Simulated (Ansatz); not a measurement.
## Thallium, hcp: convergence with the plane-wave cutoff

Computed with Ansatz, LDA, scalar-relativistic PAW, on the relaxed cell (a = 3.401 Å, c = 5.443 Å (c/a = 1.600); spin not included). Errors count from a run at 420 eV on a Γ-centred 17×17×10 mesh with Fermi-Dirac smearing of 0.1 eV, extrapolated to zero width. Fixed here: mesh 11×11×6, Fermi-Dirac width 0.1 eV. The pressure holds a Pulay correction and is unreliable far below the recommended cutoff. The SCF starts from atomic densities corrected by a trained network.

| cutoff (eV) | E(σ→0) error (meV/atom) | P (GPa) | SCF iterations |
| --- | --- | --- | --- |
| 150 | 23802.0 | -7.18 | 7 |
| 200 | 4663.5 | 0.51 | 7 |
| 250 | 678.1 | -0.52 | 6 |
| 300 | 54.4 | 0.15 | 6 |
| 350 | -1.2 | 0.03 | 6 |
| 420 | -3.4 | 0.00 | 6 |
| 500 | -4.3 | 0.00 | 6 |
| 600 | -4.5 | 0.00 | 6 |
| 800 | -4.7 | 0.00 | 6 |

Within 5 meV/atom of the last row: from 350 eV on.
